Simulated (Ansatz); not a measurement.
**Two structures, one formula**

The two ends of one reaction step of SiNH$_{3}$, singlet (PBE0-D4/def2-TZVP).

A:

H1  (-0.178, -1.488, 0.327)
N2  (-0.068, -0.487, 0.277)
Si3  (0.106, 0.323, -1.216)
H4  (0.217, 1.710, -0.576)
H5  (-0.077, -0.059, 1.189)
(Å)

B:

H1  (-0.736, -0.976, -1.351)
N2  (0.306, -0.519, 1.023)
Si3  (-0.162, 0.003, -0.406)
H4  (-0.114, 1.381, -0.973)
H5  (0.706, 0.111, 1.707)
(Å)

Program: Ansatz 0.2.0. Basis: def2-TZVPP. Cores are frozen in the correlated methods. B3LYP uses VWN-RPA correlation.

Q: Which structure is lower at CCSD(T), and by how much? (An estimate is asked for; the value comes from the calculation.)

A: Computed: A, by 0.691 eV (electronic energy, against the other). By their contacts, A is SiNH₃ ([NH2][SiH]) and B is SiNH₃ ([NH][SiH2]).

All methods give the same order:

```csv
method,E(B) − E(A) (eV)
SPW92,0.736
PBE-D4,0.660
BLYP-D4,0.620
r2SCAN-D4,0.589
B97M-V,0.716
PBE0-D4,0.748
B3LYP-D4,0.698
r2SCAN0-D4,0.694
BHLYP-D4,0.794
CAM-B3LYP-D4,0.746
wB97X-V,0.731
wB97M-V,0.802
B2PLYP,0.638
PBE-QIDH,0.703
RPA on PBE,0.688
HF,0.889
MP2,0.562
CCSD,0.761
CCSD(T),0.691
```

No T1 diagnostic of these runs exceeds 0.019. The restricted Hartree–Fock reference is unstable towards an unrestricted one at one or more of these structures.

Labels in which every atom is bracketed show which atoms are joined, not bond orders.

For scale, one of the runs: CCSD(T)/def2-TZVPP, 115 basis functions (an equivalent command: `ansatz run in.yaml --threads 2`). Hardware: 2 CPU threads, shared host. Wall time about 3.1 s.
